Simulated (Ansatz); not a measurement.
Basis-set extrapolation for C$_{4}$H$_{4}$O$_{2}$, SMILES `Oc1ccco1` (PBE0-D4/def2-TZVP geometry, frozen core, Ansatz 0.2.0). Multiplicity 1, RHF reference.

```json
{"": "HF", "def2-TZVPP": "-303.611170", "def2-QZVPP": "-303.624594"}
{"": "MP2 correlation", "def2-TZVPP": "-1.094876", "def2-QZVPP": "-1.173148"}
{"": "CCSD(T) correlation", "def2-TZVPP": "-1.160339", "def2-QZVPP": "not run"}
```

Energies in hartree. Use E(X) = E(∞) + A·exp(−7.88·√X) for Hartree–Fock and E(X) = E(∞) + B·X^(−2.97) for correlation, with X = 3 and 4, and add CCSD(T) minus MP2 of the smaller set to the MP2 limit.

Q: What is the CCSD(T) energy at the basis-set limit?

A: HF limit: -303.624594 + (-0.013424) × 0.13774 = -303.62644. MP2 limit: -1.173148 + (-0.078272) × 0.74074 = -1.23113. Higher-order term: -1.160339 − (-1.094876) = -0.06546. Total: -304.92303 hartree, 95.1 kcal/mol below CCSD(T)/def2-TZVPP.
